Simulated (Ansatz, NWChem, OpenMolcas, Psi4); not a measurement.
**A ladder of methods for C2H2F4 (norflurane)**

C2H2F4: 8 atoms, total charge 0, spin state singlet. SMILES: `FCC(F)(F)F`. The shape is that of a PBE0-D4/def2-TZVP optimisation.

```xyz
8

F    -0.2246   -1.5065    0.9152
C    -0.2112   -0.7378   -0.2117
C     0.2112    0.6743    0.1355
F     1.4344    0.7113    0.6624
F     0.2171    1.4118   -0.9821
F    -0.6246    1.2436    1.0029
H     0.5020   -1.1486   -0.9301
H    -1.2123   -0.7051   -0.6479
```

Quantity: the vertical energy of the triplet above the singlet, in eV. The values are calculated.

| level | kind | program | value (eV) | less CCSD(T)/cc-pVDZ | CPU time (all runs) |
| --- | --- | --- | --- | --- | --- |
| revPBE/cc-pVDZ | GGA | NWChem | 8.79 | -1.75 | 3.2 min |
| r2SCAN/cc-pVDZ | meta-GGA | OpenMolcas | 9.19 | -1.35 | 2.4 min |
| r2SCAN0/cc-pVDZ | hybrid meta-GGA | Ansatz | 9.72 | -0.82 | 93 s |
| HSE06/cc-pVDZ | range-separated hybrid | Psi4 | 9.49 | -1.05 | 3 min |
| wB97M-V/cc-pVDZ | range-separated hybrid | Ansatz | 9.82 | -0.72 | 7.2 min |
| PBE-QIDH/cc-pVDZ | double hybrid | Ansatz | 10.43 | -0.11 | 66 s |
| RPA@PBE0/cc-pVDZ | RPA | Ansatz | 10.09 | -0.45 | 58 s |
| MP2/cc-pVDZ | perturbation theory | Ansatz | 11.04 | +0.50 | 30 s |
| CCSD(T)/cc-pVDZ | coupled cluster or CI | Ansatz | 10.54 | 0.00 | 9.1 min |

Differences are taken from CCSD(T)/cc-pVDZ for orientation; it has basis-set and higher-order errors of its own. The values span 8.79 to 11.04 eV. A triplet this far above the singlet is often a Rydberg-like or dissociative state; sets without diffuse functions put Rydberg states too high. CPU times are rough (shared hosts, several kinds of processor): they show what a rung costs within a factor of a few.
